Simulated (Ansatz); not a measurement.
Born–Oppenheimer molecular dynamics of BH6Si2 (9 atoms, charge -1, multiplicity 1). It starts from a relaxed structure.

Level of theory: RKS PBE/def2-SVP (Ansatz 0.2.0).

```
ensemble                      : NVE (velocity Verlet)
time step                     : 0.5 fs
steps asked                   : 150
starting velocities drawn for : 300 K
seed                          : 368804
```

First frame:

```xyz
9
Properties=species:S:1:pos:R:3
B -0.811 0.086 -0.659
Si 0.789 0.806 0.337
Si -0.070 -1.131 1.355
H -0.590 -0.366 -1.781
H -1.843 0.741 -0.505
H 0.683 2.126 1.079
H 2.158 0.783 -0.315
H -1.181 -1.036 0.018
H 0.866 -2.007 0.472
```

**Question.** How far do the bonds stretch over the last three quarters of this one trajectory? (Pairs bonded in most of those frames.)

**Answer.** 
```
   bond  mean (Å)  spread (Å)  shortest  longest
 B1–Si2     2.022       0.030      1.98     2.07
  B1–H4     1.241       0.059      1.15     1.32
  B1–H5     1.233       0.026      1.19     1.28
  B1–H8     1.366       0.036      1.30     1.43
Si2–Si3     2.359       0.045      2.30     2.42
 Si2–H6     1.519       0.008      1.50     1.54
 Si2–H7     1.517       0.019      1.49     1.55
 Si3–H8     1.744       0.046      1.66     1.80
 Si3–H9     1.561       0.029      1.52     1.60
```

Mean temperature of the second half: 148 K. The conserved energy stayed within 0.16 meV per atom of its start (net change 0.11 meV per atom), so the integration is sound. The temperature averaged 0.49 of the 300 K drawn at the start: a run that starts near a minimum puts about half its kinetic energy into the potential. A run of 0.075 ps of so small a system gives no equilibrium averages. Limits of this set-up: an anion without diffuse functions, the dipole of an ion depends on the origin.

Run time: 3.7 min on 1 thread of Arm Neoverse V1, with other jobs on the host, peak memory 0.097 GiB.
